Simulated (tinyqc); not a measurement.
LCCD on RHF in the sto-3g basis, frozen core, for LiH, spin multiplicity 1, step by step. One step of it, computed by the program tinyqc.

Question. Orthogonalisation. S = U s U^T; symmetric (Loewdin) form X = U s^(-1/2) U^T, so that X^T S X = 1.

overlap S, lower triangle:
```
           1Li 1s    1Li 2s   1Li 2px   1Li 2py   1Li 2pz     2H 1s
1Li 1s   1.000000
1Li 2s   0.241137  1.000000
1Li 2px  0.000000  0.000000  1.000000
1Li 2py  0.000000  0.000000  0.000000  1.000000
1Li 2pz  0.000000  0.000000  0.000000  0.000000  1.000000
2H 1s    0.037860  0.331408  0.000000  0.000000  0.456390  1.000000
```

Give: eigenvalues of S; X.

Answer.

eigenvalues of S: 0.4251  0.8017  1.0000  1.0000  1.1786  1.5947

X, lower triangle:
```
          1Li 1s   1Li 2s  1Li 2px  1Li 2py  1Li 2pz   2H 1s
1Li 1s    1.0234
1Li 2s   -0.1305   1.0795
1Li 2px   0.0000   0.0000   1.0000
1Li 2py   0.0000   0.0000   0.0000   1.0000
1Li 2pz  -0.0072   0.0764   0.0000   0.0000   1.1030
2H 1s     0.0163  -0.2141   0.0000   0.0000  -0.2896  1.1579
```
